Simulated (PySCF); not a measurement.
From results back to the method.

Compound: hydrogen boron sulfide, BHS.
InChI=1S/BHS/c1-2/h1H

The closed-shell ground state was solved 7 times with PySCF (density fitting, gas phase), always in the def2-SVPD basis (55 functions), with these functionals: B3LYP, BHandHLYP, CAM-B3LYP, HF, LC-wPBE, PBE and PBE0. Geometry: PBE0-D3(BJ)/def2-SVP; no solvent, vibrations or thermal averaging.

```
row  total energy (Eh)  HOMO (eV)  LUMO (eV)  dipole (D)
  P          -423.2959      -7.48      -2.20        1.26
  Q          -423.4964      -9.50      -0.27        1.67
  R          -423.4998      -9.85      -0.15        1.55
  S          -422.6710     -11.00       1.86        2.06
  T          -423.3622     -11.28       0.96        1.66
  U          -423.3326      -8.59      -1.28        1.48
  V          -423.5337      -8.32      -1.47        1.43
```

**Question.** Which functional belongs to which row?

**Answer.** P = PBE, Q = BHandHLYP, R = CAM-B3LYP, S = HF, T = LC-wPBE, U = PBE0, V = B3LYP. By rising HOMO–LUMO gap: PBE (GGA) 5.28 eV; B3LYP (global hybrid, 20 % exact exchange) 6.85 eV; PBE0 (global hybrid, 25 % exact exchange) 7.31 eV; BHandHLYP (global hybrid, 50 % exact exchange) 9.23 eV; CAM-B3LYP (range-separated hybrid) 9.70 eV; LC-wPBE (range-separated hybrid) 12.24 eV; HF (all exact exchange) 12.86 eV. Total energies of different functionals aren't bounds to one another; each is stationary for its own functional.
